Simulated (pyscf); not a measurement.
Single points on ωB97X-D3(BJ)/def2-SVP structures (PySCF, gas phase).

**Question.** PBE/def2-TZVP puts the barrier of H₃C–CH₂–MgH (SMILES C[CH2][MgH]) + H₂C=CH₂ (SMILES C=C) → H₃C–CH₂–Mg–CH₂–CH₃ (SMILES C[CH2][Mg][CH2]C) (addition across a multiple bond or ene-type step; singlet surface; H–Mg broken, C–Mg, C–H formed) at 4.4 kcal/mol and the reaction energy at -27.5 kcal/mol, from the separated reactants. What do B3LYP-D3(BJ)/def2-TZVP, PBE0-D3(BJ)/def2-TZVP, ωB97M-D3(BJ)/def2-TZVP give on the same structures?

**Answer.** B3LYP-D3(BJ): ΔE‡ = 8.5 kcal/mol, ΔE = -25.3 kcal/mol; PBE0-D3(BJ): ΔE‡ = 4.6 kcal/mol, ΔE = -30.3 kcal/mol; ωB97M-D3(BJ): ΔE‡ = 10.3 kcal/mol, ΔE = -26.2 kcal/mol. PBE's barrier matches one of them and lies within 5.9 kcal/mol of the others. Its reaction energy lies among theirs. On the reactant side the descent ends in a bound adduct (not fully relaxed), 9.1 kcal/mol under the separated species and 17.0 kcal/mol under the saddle at ωB97X-D3(BJ)/def2-TZVP. On the product side the descent ends in a point that may be a rotor saddle (no frequency run), 2.5 kcal/mol over the lowest minimum found and 34.3 kcal/mol under the saddle at ωB97X-D3(BJ)/def2-TZVP. At the saddle there is also a short C–Mg contact that neither side keeps. At ωB97X-D3(BJ)/def2-TZVP the barrier from the zero used here is 7.8 kcal/mol. One saddle was located; it need not be the lowest between these sides.
